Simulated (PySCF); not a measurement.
## Static response to an electric field

3-butynoic acid, C4H4O2.
Cartesian coordinates in Å at the GFN2-xTB level; atoms count from 1:
```
atom  x, y, z in Å
C1     2.1465   -0.6802    0.5121
C2     1.2448    0.0068    0.1303
C3     0.1262    0.8080   -0.3293
C4    -1.0949   -0.0882   -0.3955
O5    -1.4678   -0.6851   -1.3660
O6    -1.7158   -0.1542    0.7865
H7     2.9546   -1.2614    0.8419
H8     0.3411    1.2010   -1.3248
H9    -0.0558    1.6209    0.3760
H10   -2.4700   -0.7629    0.7462
```

Level: B3LYP/def2-SVPD (PySCF), static field, nuclei fixed, core orbitals frozen in the response. The polarisability tensor in these axes (au):

```
x   63.47 -4.08  5.13
y   -4.08 47.06 -1.39
z    5.13 -1.39 49.17
```

Question: Give the principal values, the mean and the anisotropy Δα = √{½[(α1 − α2)² + (α2 − α3)² + (α1 − α3)²]}.

Answer: Principal values 46.08, 47.52 and 66.09 au; mean 53.23 au = 7.89 Å³ = 8.78 × 10⁻⁴⁰ C²·m²/J; Δα = 19.33 au (36 % of the mean).

Question: What is the dipole moment, and where does it point?

Answer: (-0.01, 0.86, 1.48) D, 1.71 D in size, pointing from the negative to the positive side. Measured along this direction, the outermost atoms are O5 at the negative end and H9 at the positive end.

Question: Refractivity n − 1 of an ideal gas of it at 298.15 K and 1 atm, from the electronic α?

Answer: N = p/kT = 2.4615 × 10¹⁹ cm⁻³, so n − 1 = 2π × N × 7.89 × 10⁻²⁴ cm³ = 1220 × 10⁻⁶ at long wavelengths, for an ideal gas.

Question: What are the principal values of the traceless quadrupole moment, Θ = ½Σq(3rr − r²1), about the centre of nuclear charge?

Answer: -11.31, 4.69, 6.62 D·Å. The values depend on the origin, since the dipole doesn't vanish. The electronic extent ⟨r²⟩ about the same centre is 574 bohr², a root-mean-square distance of 1.91 Å for the 44 electrons.

Question: Give the principal axes and the span of the nuclei along them.

Answer: Largest value along (0.93, -0.22, 0.30), where the nuclei span 5.17 Å; middle along (-0.32, -0.05, 0.95), 2.95 Å; least along (0.19, 0.97, 0.12), 2.75 Å. The response follows the extents in order.

Question: Find the Langevin capture rate constant for NH4+ (18.034 u) meeting this molecule (84.021 u), k = 2.342 × 10⁻⁹ cm³/s × √(α in Å³ / reduced mass in u).

Answer: The reduced mass is 14.85 u, so k = 1.71 × 10⁻⁹ cm³/s. The formula leaves out the permanent dipole, which adds to the capture rate.

Question: Orientational against electronic polarisability at 273 K (dilute gas, rigid molecules)?

Answer: In Gaussian units μ²/3kT = 25.90 Å³ against 7.89 Å³, a ratio of 3.28; the Debye molar polarisation (4π/3)N_A(α + μ²/3kT) is 85.2 cm³/mol, leaving out the vibrational part.

Isolated species at its GFN2-xTB geometry (one conformer only).
